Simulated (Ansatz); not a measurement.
C₂H₄FNO (`OC/N=C\F`): the same geometry under several functionals.

```yaml
crystal:
  periodic: [false, false, false]
  atoms:
    - {symbol: O, position_ang: [-0.192058, 0.389194, 1.942157]}
    - {symbol: C, position_ang: [-0.512719, 0.051988, 0.628095]}
    - {symbol: N, position_ang: [0.614264, 0.280867, -0.243586]}
    - {symbol: C, position_ang: [0.722145, -0.304633, -1.329637]}
    - {symbol: F, position_ang: [-0.166843, -1.195375, -1.805234]}
    - {symbol: H, position_ang: [0.250513, 1.243145, 1.922517]}
    - {symbol: H, position_ang: [-1.352975, 0.651797, 0.248343]}
    - {symbol: H, position_ang: [-0.820369, -0.996796, 0.642672]}
    - {symbol: H, position_ang: [1.546641, -0.166588, -2.022629]}
basis:
  gaussian: {orbitals: def2-TZVPP}
hamiltonian: {xc: {name: wB97X-V}}
output: {orbitals: {seedname: orbitals}}
```

```sh
$ ansatz run in.yaml --threads 2 --pin off --events-out ev --progress --plain --max-ram 4352MiB
```

Output, abridged:

```
Functional definition: wB97X-V
1058 factors; their error is unknown
246 factors; integrals over basis functions are off by at most 7.1e-6 eV
mean field evaluation 1: about -8388.3875 eV, gradient 5.2e1 eV
mean field evaluation 2: about -8388.4345 eV, gradient 5.4e1 eV
mean field evaluation 4: about -8393.1042 eV, gradient 2.7e0 eV
mean field evaluation 8: about -8393.1242 eV, gradient 5.7e-2 eV
mean field evaluation 16: about -8393.1259 eV, gradient 1.5e-4 eV
mean field -8393.12585062 eV, -308.4416859453 hartree, gradient 2.5e-5 eV, S^2 0.000000; 0 other end points of the search recorded, 0 dependent functions left out
reference -8393.12584900 eV, -308.4416858856 hartree; 20, 20 occupied and 191, 191 virtual orbitals, 1058 factors
Total energy: -8393.12584900 eV, -308.4416858856 hartree
```

Hardware: 2 threads of an Arm Neoverse V1 on a shared host. Wall time 9.5 s, peak host memory 0.54 GiB.

Changing it to `hamiltonian: {xc: pbe, dispersion: d4}` and forces (abridged; 3.1 s):

```
Functional definition: PBE
mean field evaluation 16: about -8386.7470 eV, gradient 1.0e-2 eV
mean field -8386.74701501 eV, -308.2072680602 hartree, gradient 4.3e-5 eV, S^2 0.000000
Total energy: -8386.87993158 eV, -308.2121526542 hartree
Atom 0 force    -0.111346    -0.309138     0.608354 eV/Å
Atom 1 force    -0.049989    -0.004600    -0.142189 eV/Å
Atom 2 force     0.155948     0.508754     0.592736 eV/Å
Atom 3 force     0.446542     0.059261    -0.398003 eV/Å
Atom 4 force    -0.548258    -0.584650    -0.362693 eV/Å
Atom 5 force     0.214411     0.418980    -0.010596 eV/Å
Atom 6 force    -0.218488     0.122908    -0.131342 eV/Å
Atom 7 force    -0.091706    -0.242012     0.011664 eV/Å
Atom 8 force     0.202886     0.030497    -0.167931 eV/Å
Dipole moment:     0.053708     0.151570    -0.293225 e Å
```

The same input with `hamiltonian: {xc: {name: LC-wPBE}}` (abridged; 3.1 s):

```
Functional definition: LC-wPBE
mean field evaluation 16: about -8390.8126 eV, gradient 1.5e-4 eV
mean field -8390.81257461 eV, -308.3566746200 hartree, gradient 3.2e-5 eV, S^2 0.000000
Total energy: -8390.81257462 eV, -308.3566746202 hartree
```

The same input with `hamiltonian: {xc: hse06, dispersion: d4}` (abridged; 3.6 s):

```
Functional definition: HSE06
mean field evaluation 16: about -8386.4504 eV, gradient 7.7e-5 eV
mean field -8386.45044468 eV, -308.1963693019 hartree, gradient 7.7e-5 eV, S^2 0.000000
Total energy: -8386.55118529 eV, -308.2000714509 hartree
```

The same input with `hamiltonian: {xc: {name: B3LYP}, dispersion: d4}` and forces (abridged; 4.4 s):

```
Functional definition: B3LYP
mean field evaluation 16: about -8395.9608 eV, gradient 1.0e-4 eV
mean field -8395.96079780 eV, -308.5458683327 hartree, gradient 4.7e-5 eV, S^2 0.000000
Total energy: -8396.17280670 eV, -308.5536595159 hartree
Atom 0 force     0.060903     0.092089     0.287516 eV/Å
Atom 1 force    -0.327622    -0.153837    -0.155727 eV/Å
Atom 2 force     0.136417     0.070631    -0.044150 eV/Å
Atom 3 force     0.418731     0.244068    -0.058602 eV/Å
Atom 4 force    -0.287430    -0.292048    -0.164850 eV/Å
Atom 5 force     0.024709     0.032630     0.065591 eV/Å
Atom 6 force     0.030244    -0.039644     0.024741 eV/Å
Atom 7 force     0.008369     0.062893     0.001735 eV/Å
Atom 8 force    -0.064320    -0.016780     0.043746 eV/Å
Dipole moment:     0.063608     0.161425    -0.311344 e Å
```

With the line `hamiltonian: {xc: {name: BLYP}, dispersion: d4}` (abridged; 2.6 s):

```
Functional definition: BLYP
mean field evaluation 16: about -8394.1197 eV, gradient 2.7e-4 eV
mean field -8394.11971495 eV, -308.4782097856 hartree, gradient 1.4e-5 eV, S^2 0.000000
Total energy: -8394.42428916 eV, -308.4894026813 hartree
```

HSE06 is the plane-wave form, built on full-range PBE exchange.

B3LYP takes the VWN-RPA correlation (the form of Gaussian; ORCA's B3LYP/G).
